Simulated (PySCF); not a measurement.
Structure problem from calculated spectra and properties.

Elements present: F, N and O. Monoisotopic mass: 48.9964 u.

| Property | Result |
| --- | --- |
| Valence photoelectron | vertical ionisation energy: 13.19 eV [ΔSCF wB97X-D/def2-SVPD] |
| XPS | N1s 413.0, O1s 543.2, F1s 692.6 eV [ΔSCF SCAN, pcX-2 on the ionised atom, pcseg-1 elsewhere, spin-free X2C] |
| Rotational structure | rotational constants A, B, C: 99.265, 12.469, 11.078 GHz [PBE0-D3(BJ)/def2-SVP] |
| UV, first state | lowest singlet excitation: 4.02 eV (309 nm, f = 0.002) [TDDFT wB97X-D/def2-SVPD] |
| Triplet | lowest triplet excitation (Tamm–Dancoff): 2.92 eV [TDA wB97X-D/def2-SVPD] |
| Couplings | largest of the computed one-bond spin–spin couplings (means over like bonds): 19F–15N +252.3, 17O–15N -44.2 Hz [B3LYP/pcJ-1] |
| UV, strongest line | among the 10 lowest singlet transitions: S7 at 10.00 eV (124 nm, f = 0.222) [TDDFT wB97X-D/def2-SVPD] |
| NMR, other nuclei | isotropic shieldings of nuclei other than C and H, by class: -289 (1 N), -453 (1 O), -379 (1 F) ppm [GIAO PBE/pcSseg-2] |

Gas-phase values; electronic properties from PySCF, density fitting. Levels stand in brackets. Isolated species at its PBE0-D3(BJ)/def2-SVP geometry, gas phase. NMR classes are plain means over equivalent atoms (diastereotopic ones count apart unless rotation or inversion swaps them), as if these changed places fast.

**Question.** Which formula fits the mass and the elements?

**Answer.** FNO (calculated 48.9964). No other formula that holds each of these elements comes within 0.0003 u with a fitting electron parity and a possible valence count.

**Question.** Propose a structure and show how it fits.

**Answer.** Numbering: `[O:1]=[N:2][F:3]`. Its formula, FNO, gives 1 degree of unsaturation: 0 rings and 1 π bond in the structure found. The other shieldings belong to: -289 ppm, nitrogen bonded to F and O [N2]; -453 ppm, oxygen bonded to N [O1]; -379 ppm, fluorine bonded to N [F3]. The couplings run between: +252.3 Hz, fluorine bonded to N [F3] and nitrogen bonded to F and O [N2]; -44.2 Hz, oxygen bonded to N [O1] and nitrogen bonded to F and O [N2]. The core levels belong to: N1s 413.0 eV, nitrogen bonded to F and O [N2]; O1s 543.2 eV, oxygen bonded to N [O1]; F1s 692.6 eV, fluorine bonded to N [F3]. The hole state at 413.0 eV has ⟨S²⟩ = 0.84 against 0.75, so that value is less sure. S1 is mainly HOMO→LUMO (weight 0.99); the largest Löwdin shares of the orbital it empties are 0.39 on the oxygen bonded to N, 0.31 on the fluorine bonded to N and 0.30 on the nitrogen bonded to F and O, of the orbital it fills 0.52 on the nitrogen bonded to F and O, 0.40 on the oxygen bonded to N and 0.08 on the fluorine bonded to N. The optimised geometry has point group Cs and is an asymmetric top. Structure: `O=NF` (nitrosyl fluoride). The assignments are read from this structure; whether some other isomer fits the data as well wasn't checked.
